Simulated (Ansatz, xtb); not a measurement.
# Two isomers of C4H7−

Structure a is `C=C([CH2-])C`, a singlet and structure b is `[CH2-]/C=C\C`, a singlet. Both are isolated ions in the gas phase, relaxed with r2SCAN-D4/def2-SVPD; the shapes shown needn't be the lowest conformers.

a (Å):

```yaml
atoms:
  - { symbol: C, position_ang: [-0.1405, 1.2013, -0.7786] }
  - { symbol: C, position_ang: [0.7670, 0.4506, -0.0211] }
  - { symbol: C, position_ang: [1.4179, 0.7973, 1.1693] }
  - { symbol: C, position_ang: [1.0499, -0.9549, -0.5388] }
  - { symbol: H, position_ang: [-0.4558, 2.2031, -0.4665] }
  - { symbol: H, position_ang: [-0.5717, 0.7989, -1.7011] }
  - { symbol: H, position_ang: [2.1119, 0.1029, 1.6541] }
  - { symbol: H, position_ang: [1.2427, 1.7624, 1.6576] }
  - { symbol: H, position_ang: [0.9548, -1.0047, -1.6369] }
  - { symbol: H, position_ang: [2.0658, -1.2865, -0.2640] }
  - { symbol: H, position_ang: [0.3370, -1.6834, -0.1110] }
```

b (Å):

```xyz
11

C    -0.5048    0.8842    0.7945
C     0.8763    0.6835    0.9053
C     1.7629    0.0904    0.0055
C     1.2774   -0.4455   -1.3035
H    -1.0683    1.3700    1.5969
H    -1.0681    0.5637   -0.0890
H     1.3337    1.0480    1.8423
H     2.8279    0.0168    0.2513
H     0.7853    0.3307   -1.9406
H     2.0960   -0.8818   -1.9032
H     0.4977   -1.2390   -1.1912
```

Quicker runs give these differences E(b) − E(a): GFN2-xTB +0.33 kcal/mol; HF/STO-3G −2.39 kcal/mol (at GFN2-xTB geometries); r2SCAN-D4/def2-SVPD//GFN2-xTB +1.90 kcal/mol.

Question: Which of the two would you expect CCSD(T)/def2-SVPD + ΔMP2/def2-TZVPPD electronic energies to favour?

Answer: Too close to call at this level: CCSD(T)/def2-SVPD + ΔMP2/def2-TZVPPD gives E(b) − E(a) = +0.79 kcal/mol.

How the difference moves with the method:

| level | geometry | E(b) − E(a) (kcal/mol) | departure from the last row (kcal/mol) | job, with rough time for the two |
| --- | --- | --- | --- | --- |
| GFN2-xTB | GFN2-xTB | +0.33 | −0.45 | optimisation, 0.062 s |
| HF/STO-3G | GFN2-xTB | −2.39 | −3.17 | single point, 0.16 s |
| r2SCAN-D4/def2-SVPD//GFN2-xTB | GFN2-xTB | +1.90 | +1.11 | single point, 3.5 s |
| r2SCAN-D4/def2-SVPD | r2SCAN-D4/def2-SVPD | +0.01 | −0.77 | optimisation, 78 s |
| HF/def2-SVPD | r2SCAN-D4/def2-SVPD | +0.83 | +0.04 | part of the CCSD(T) run |
| MP2/def2-SVPD | r2SCAN-D4/def2-SVPD | +0.32 | −0.46 | part of the CCSD(T) run |
| CCSD(T)/def2-SVPD | r2SCAN-D4/def2-SVPD | +0.52 | −0.27 | single point |
| CCSD(T)/def2-SVPD + ΔMP2/def2-TZVPPD | r2SCAN-D4/def2-SVPD | +0.79 |  | single point, 40 s |

As drawn, both hold the same kinds of bond in the same numbers.

The largest departure from CCSD(T)/def2-SVPD + ΔMP2/def2-TZVPPD is that of HF/STO-3G, 3.17 kcal/mol. The last row adds to CCSD(T) the change of the MP2 difference between the two basis sets, here +0.27 kcal/mol.

With harmonic frequencies from r2SCAN-D4/def2-SVPD (ideal gas, rigid rotor, one conformer each, 298.15 K, 1 atm): on the last row, ΔE + ΔZPE = +0.98, ΔH = +0.84, ΔG = +1.30 kcal/mol.

The correlated steps freeze 4 core orbitals. Programs: Ansatz 0.2.0, xtb 6.7.1; the last row on 2 threads of Arm Neoverse V2 on a shared host.
